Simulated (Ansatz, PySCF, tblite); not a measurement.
Dissociation curve of CH, doublet.

- UHF/cc-pVTZ (Ansatz, a quantum-chemistry and plane-wave program)
- UKS-B3LYP/6-311+G** = unrestricted B3LYP/6-311+G**, spherical d in PySCF
- GFN2-xTB, 300 K electronic temperature (tblite)

Total energies in hartree (comparable only within one method and basis):

```
R / Å        UHF  UKS-B3LYP/6-311+G**  GFN2-xTB
-----  ---------  -------------------  --------
0.90   -38.24920            -38.45292  -2.34453
0.94   -38.26401            -38.46853  -2.35924
1.02   -38.28058            -38.48701  -2.37573
1.04   -38.28262            -38.48958  -2.37786
1.09   -38.28497            -38.49330  -2.38064
1.13   -38.28453            -38.49400  -2.38079
1.16   -38.28313            -38.49347  -2.37998
1.20   -38.28010            -38.49164  -2.37790
1.23   -38.27713            -38.48957  -2.37575
1.30   -38.26843            -38.48302  -2.36925
1.37   -38.25807            -38.47481  -2.36129
1.54   -38.23063            -38.45169  -2.33892
1.71   -38.21024            -38.42791  -2.31522
1.86   -38.20121            -38.40863  -2.29510
1.99   -38.19695            -38.39495  -2.27896
2.23   -38.19330            -38.37849  -2.25322
2.49   -38.19198            -38.36922  -2.23161
2.80   -38.19154            -38.36396  -2.21375
3.09   -38.19145            -38.36168         —
3.42   -38.19141            -38.36046         —
3.93   -38.19140            -38.35974         —
4.59   -38.19139            -38.35950         —
```

A dash means that the run gave no value there, or that the column was ended at a point which the program doubted or which failed a test of continuity chosen for this set; such a test can also cut sound points.

The unrestricted determinant behind UHF is spin-contaminated at 0.90 to 4.59 Å (<S²> up to 1.8, against 0.75 for a pure doublet). The unrestricted determinant behind UKS-B3LYP/6-311+G** is spin-contaminated at 1.99 to 4.59 Å (<S²> up to 1.8, against 0.75 for a pure doublet).
